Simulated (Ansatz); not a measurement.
# CF4O: the cost of one run

Computed with Ansatz 0.2.0 (the levels named in each step, unless a step's input says otherwise).

## Step 1: The starting structure

Bond lengths: F1–O2 1.393 Å, O2–C3 1.352 Å, C3–F4 1.329 Å, C3–F5 1.323 Å, C3–F6 1.326 Å. Angles: F1–O2–C3 109.9°, O2–C3–F4 113.5°, O2–C3–F5 105.4°, O2–C3–F6 113.6°, F4–C3–F5 108.6°, F4–C3–F6 107.0°, F5–C3–F6 108.6°.

Structure file:

```xyz
6

F     1.8806   -0.1195   -0.1287
O     0.6685   -0.5873   -0.6310
C    -0.3582    0.0116    0.0126
F    -0.3753    1.3331   -0.1302
F    -1.4554   -0.4854   -0.5353
F    -0.3865   -0.2379    1.3149
```

## Step 2: A rough first relaxation, PBE-D4/def2-SVP

This run stands in another session on the same molecule. It ended at:

```xyz
6

F     1.8639   -0.0901   -0.0906
O     0.6585   -0.6176   -0.6684
C    -0.3747    0.0209    0.0203
F    -0.3486    1.3445   -0.1419
F    -1.4701   -0.4937   -0.5432
F    -0.3551   -0.2495    1.3262
```

## Step 3: Relaxation, PBE0-D4/def2-TZVPP

input.yaml reads:

```yaml
crystal:
  periodic: [false, false, false]
  atoms:
    - { symbol: F, position_ang: [1.86387952, -0.09012174, -0.09064271] }
    - { symbol: O, position_ang: [0.65852308, -0.61758802, -0.66840678] }
    - { symbol: C, position_ang: [-0.37472448, 0.02088977, 0.02027216] }
    - { symbol: F, position_ang: [-0.34863155, 1.34452694, -0.14190785] }
    - { symbol: F, position_ang: [-1.47012449, -0.49368923, -0.54324884] }
    - { symbol: F, position_ang: [-0.35510208, -0.24950772, 1.32623402] }
basis:
  gaussian: { orbitals: def2-TZVPP }
hamiltonian:
  xc: pbe0
  dispersion: d4
relax:
  f_tol: 0.002
  max_steps: 150
```

Run with:

```console
> ansatz run input.yaml --threads 4 --pin off --max-ram 10240MiB --backend cpu --events-out ev --progress --plain --runs-dir out
```

What time and memory should one allow on 4 threads of Arm Neoverse V2, shared host?

About 10 s, with a peak of 0.39 GiB.
